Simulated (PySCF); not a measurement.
PySCF job for CH3Cl, SMILES CCl (connectivity only; charge and spin as stated), charge +1, multiplicity 2, PBE-D3(BJ)/def2-TZVP. Coordinates come from a PBE-D3(BJ)/def2-TZVP optimisation. The geometry has at least one imaginary mode, so it is a saddle point at that level. The multiplicity is an assumed one; other spin states were not compared.

```python
import numpy as np
from pyscf import gto, scf, dft, df
from pyscf.hessian import thermo

mol = gto.M(
    atom='''
    C    -1.08601463   -0.03065481    0.00000000
    Cl    0.63697534   -0.00088074    0.00000000
    H    -1.46927913   -0.43560628    0.95058503
    H    -1.37393476    1.07011396    0.00000000
    H    -1.46927913   -0.43560628   -0.95058503
    ''',
    basis='def2-TZVP',
    charge=1,
    spin=1,
    max_memory=1600,
    verbose=3,
)
mf = dft.UKS(mol, xc='pbe').density_fit(auxbasis='def2-universal-jkfit')
mf.disp = 'd3bj'
mf.grids.level = 3
mf.conv_tol = 1e-11
mf.max_cycle = 100
mf.kernel()
fine, coarse = mf.grids, dft.Grids(mol).set(level=1).build(with_non0tab=True)
for _ in range(3):  # follow internal instabilities
    mf.grids = coarse
    mo, _, stable, _ = mf.stability(return_status=True, nroots=4)
    mf.grids = fine
    if stable:
        break
    mf.kernel(mf.make_rdm1(mo, mf.mo_occ))

# [left out here: the lines that compute and print the analytic Hessian (its translational invariance restored by hand, since the grid's response is missing), thermochemistry and intensities]
```

Program output:

```

WARN: HOMO -0.310363948405973 >= LUMO -0.310363948405972

converged SCF energy = -499.489133411078  <S^2> = 0.75237355  2S+1 = 2.0023721
<class 'pyscf.df.df_jk.DFUKS'> wavefunction is stable in the internal stability analysis

WARN: DFTD3 does not support analytical Hessian, using finite difference


WARN: Mole.unit (angstrom) is changed to Bohr

Mode                                 0                   1                   2
Irrep
Freq [cm^-1]                     -398.6463            722.2305            766.3571
Reduced mass [au]                   1.2004              2.8489              1.6068
Force const [Dyne/A]               -0.1124              0.8755              0.5560
Char temp [K]                    -573.5632           1039.1289           1102.6172
Normal mode                   x     y     z       x     y     z       x     y     z
       0   C                 0.00  0.00  0.12    0.19 -0.07  0.00    0.14  0.08 -0.00
       1  Cl                -0.00 -0.00 -0.01   -0.08  0.01  0.00   -0.05 -0.02  0.00
       2   H                -0.13 -0.33 -0.19   -0.03  0.18  0.01    0.28 -0.10 -0.01
       3   H                -0.00 -0.00 -0.70    0.49  0.06 -0.00   -0.63 -0.14  0.00
       4   H                 0.13  0.33 -0.19   -0.03  0.18 -0.01    0.28 -0.10  0.01
Mode                                 3                   4                   5
Irrep
Freq [cm^-1]                     1088.6249           1139.0480           1359.3777
Reduced mass [au]                   1.0557              1.0904              1.0974
Force const [Dyne/A]                0.7371              0.8336              1.1948
Char temp [K]                    1566.2889           1638.8365           1955.8419
Normal mode                   x     y     z       x     y     z       x     y     z
       0   C                -0.00  0.00  0.05   -0.03  0.07 -0.00   -0.07 -0.05  0.00
       1  Cl                -0.00 -0.00 -0.02   -0.02 -0.00  0.00   -0.00 -0.00 -0.00
       2   H                -0.64  0.17 -0.09    0.34 -0.45 -0.09    0.47  0.31  0.36
       3   H                 0.00  0.00  0.24    0.49  0.16 -0.00    0.07 -0.01 -0.00
       4   H                 0.64 -0.17 -0.09    0.34 -0.45  0.09    0.47  0.31 -0.36
Mode                                 6                   7                   8
Irrep
Freq [cm^-1]                     2655.9640           2953.5143           2981.9232
Reduced mass [au]                   1.0647              1.0467              1.0928
Force const [Dyne/A]                4.4252              5.3797              5.7251
Char temp [K]                    3821.3409           4249.4495           4290.3236
Normal mode                   x     y     z       x     y     z       x     y     z
       0   C                 0.02 -0.07 -0.00   -0.04 -0.05 -0.00   -0.00 -0.00  0.08
       1  Cl                 0.00 -0.00  0.00   -0.00 -0.00 -0.00   -0.00 -0.00  0.00
       2   H                 0.00 -0.05  0.04    0.23  0.26 -0.60    0.22  0.30 -0.56
       3   H                -0.25  0.93 -0.00   -0.03  0.04 -0.00   -0.00  0.00  0.11
       4   H                 0.00 -0.05 -0.04    0.23  0.26  0.60   -0.22 -0.30 -0.56
temperature 298.1500 [K]
pressure 101325.00 [Pa]
Rotational constants [GHz] 150.06526 14.10952 14.00177
Symmetry number 1
Zero-point energy (ZPE) 0.03114 [Eh]   81747.051 [J/mol]
                           tot       elec      trans        rot        vib
Entropy [J/mol/K]       249.523      5.763    157.656     83.355      2.750
Cv [J/mol/K]             33.964      0.000     12.472     12.472      9.020
Cp [J/mol/K]             42.278      0.000     20.786     12.472      9.020
Internal energy [J/mol]                      3718.434   3718.434  82400.786
Internal energy [Eh]   -499.45492  -499.48913
Enthalpy [J/mol]                             6197.391   3718.434  82400.786
Enthalpy [Eh]          -499.45397
Gibbs free energy [J/mol]                  -40807.672 -21133.785  81581.014
Gibbs free energy [Eh] -499.48231
mode   freq/cm-1   IR/(km/mol)
   1     -398.65       207.438
   2      722.23         6.662
   3      766.36         3.113
   4     1088.62        14.831
   5     1139.05       147.396
   6     1359.38        10.076
   7     2655.96       243.708
   8     2953.51        46.322
   9     2981.92       108.917
max |gradient| / (hartree/bohr): 3.3847649314966645e-05
APT charges: [-0.2279  0.4784  0.2078  0.3339  0.2078]
```

The run converged. The end point has an imaginary mode, so it is no minimum.
